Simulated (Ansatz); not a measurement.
`CCCCCCC` → `CCCCC(C)C`  (isomerisation)

Isolated molecules relaxed with PBE0-D4/def2-TZVP in Ansatz; ΔE leaves out vibrations. CBS: MP2 limit from def2 TZ/QZ plus the TZ coupled-cluster correction, frozen cores. Functionals use def2-TZVPP. B3LYP here is the variant with VWN-RPA as its local correlation; programs differ in this. HSE06 is defined as in plane-wave codes. Each species was taken in one conformer, which may not be the lowest.

`CCCCCCC`:

Z-matrix (Å, degrees):
```
C
C 1 1.520
H 1 1.093 2 111.2
H 1 1.092 2 111.9 3 120.1
H 1 1.094 2 111.0 3 -119.8
C 2 1.523 1 114.1 3 176.7
H 2 1.095 1 109.0 3 54.8
H 2 1.097 1 109.5 3 -60.7
C 6 1.520 2 114.5 1 64.8
H 6 1.098 2 109.2 1 -57.9
H 6 1.096 2 109.0 1 -173.3
C 9 1.519 6 113.1 2 177.1
H 9 1.096 6 110.0 2 -60.8
H 9 1.098 6 109.2 2 55.1
C 12 1.520 9 113.5 6 -179.9
H 12 1.098 9 109.3 6 57.9
H 12 1.098 9 109.4 6 -57.6
C 15 1.519 12 113.1 9 180.0
H 15 1.096 12 109.2 9 -57.7
H 15 1.096 12 109.1 9 57.7
H 18 1.094 15 111.1 12 -59.7
H 18 1.094 15 111.1 12 59.8
H 18 1.092 15 111.7 12 -179.9
```

`CCCCC(C)C`:

```xyz
23

C    -1.238    3.165   -0.680
C    -1.436    1.751   -0.161
C    -0.151    0.940   -0.140
C    -0.350   -0.476    0.376
C     0.926   -1.303    0.512
C     1.615   -1.527   -0.826
C     0.625   -2.634    1.186
H    -0.524    3.715   -0.060
H    -0.848    3.158   -1.702
H    -2.175    3.727   -0.686
H    -2.178    1.232   -0.779
H    -1.858    1.785    0.850
H     0.590    1.453    0.486
H     0.270    0.918   -1.151
H    -0.840   -0.427    1.356
H    -1.048   -1.010   -0.284
H     1.615   -0.744    1.159
H     2.514   -2.137   -0.706
H     0.948   -2.053   -1.518
H     1.913   -0.590   -1.299
H    -0.064   -3.228    0.576
H     1.534   -3.224    1.326
H     0.162   -2.491    2.165
```

```csv
level,ΔE (kcal/mol),difference from CCSD(T)/CBS
LDA (SPW92),-1.8,-0.2
revPBE-D4,-1.4,0.2
BLYP-D4,-1.2,0.4
r2SCAN-D4,-1.4,0.2
B97M-V,-1.6,0.0
PBE0-D4,-1.2,0.4
B3LYP-D4,-1.1,0.5
r2SCANh-D4,-1.4,0.2
r2SCAN0-D4,-1.3,0.3
HSE06-D4,-1.1,0.5
CAM-B3LYP-D4,-1.2,0.4
ωB97X-V,-1.3,0.3
ωB97M-V,-1.5,0.1
B2PLYP,-1.0,0.6
PBE-QIDH,-1.3,0.3
PBE,-0.7,0.9
revPBE,-0.2,1.4
r2SCAN,-1.3,0.3
B3LYP,-0.4,1.2
r2SCAN0,-1.2,0.4
HSE06,-0.7,0.9
BHLYP,-0.5,1.1
CAM-B3LYP,-0.8,0.8
LC-ωPBE,-0.8,0.8
RPA@PBE/def2-TZVPP,-1.5,0.1
HF/def2-SVP,0.0,1.6
MP2/def2-SVP,-1.8,-0.2
CCSD/def2-SVP,-1.3,0.3
CCSD(T)/def2-SVP,-1.5,0.1
HF/def2-TZVPP,-0.1,1.5
MP2/def2-TZVPP,-2.0,-0.4
SCS-MP2/def2-TZVPP,-1.5,0.1
CCSD/def2-TZVPP,-1.4,0.2
CCSD(T)/def2-TZVPP,-1.6,0.0
HF/def2-QZVPP,-0.1,1.5
MP2/def2-QZVPP,-2.0,-0.4
SCS-MP2/def2-QZVPP,-1.5,0.1
HF/CBS(def2),0.0,1.6
MP2/CBS(def2),-1.9,-0.3
CCSD/CBS(def2),-1.3,0.3
CCSD(T)/CBS,-1.6,0
```

Largest T1 diagnostic among the species: 0.008.

In def2-TZVPP, CCSD(T) changes the Hartree–Fock value by −1.6 kcal/mol (the triples alone add −0.3 kcal/mol) and MP2 by −1.9 kcal/mol. The D4 term adds −0.7 kcal/mol with B3LYP and −0.4 kcal/mol with PBE0; it sums over pairs of atoms, weighted by their polarisabilities, and B3LYP, whose exchange is more repulsive, gets the larger term.
